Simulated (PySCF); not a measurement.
# 2 CF₂ → CF + CF₃

Level: PBE in the def2-TZVP basis family, all electrons, no relativity, computed in PySCF with density fitting; open shells unrestricted.

```json
{"species": "CF₂", "state and structure": "singlet, C2v, C–F 1.318 Å (×2); F–C–F 104.6°", "E (Eh)": "-237.57582", "ZPE (kJ/mol)": "17.2", "H(298 K) − H(0) (kJ/mol)": "10.4", "S° (J/(mol K))": "241.4"}
{"species": "CF", "state and structure": "doublet, C∞v, C–F 1.287 Å", "E (Eh)": "-137.69653", "ZPE (kJ/mol)": "7.5", "H(298 K) − H(0) (kJ/mol)": "8.7", "S° (J/(mol K))": "207.5"}
{"species": "CF₃", "state and structure": "doublet, C3v, C–F 1.332 Å (×3); F–C–F 111.3° (×3)", "E (Eh)": "-337.39715", "ZPE (kJ/mol)": "30.3", "H(298 K) − H(0) (kJ/mol)": "11.7", "S° (J/(mol K))": "265.7"}
```

(1) What is the electronic reaction energy?

(2) Add zero-point, thermal and entropy terms for 298.15 K and 1 bar.

Results:

(1) At PBE/def2-TZVP, ΔE = 152.2 kJ/mol from the differences of the total energies times 2625.5, uphill. The bond broken in CF₂ is stronger than the one that a second molecule gains.

(2) ΔZPE = 3.4 and Δ[H(298) − H(0)] = -0.4 kJ/mol give ΔH° = 155.2 kJ/mol. ΔS° = -9.6 J/(mol K), so ΔG° = 155.2 − 298.15 × (-0.0096) = 158 kJ/mol.

The entropy of CF lacks the orbital degeneracy of a ²Π state, up to R ln 2. The structures come from searches over a few start shapes, so lower isomers are not excluded.
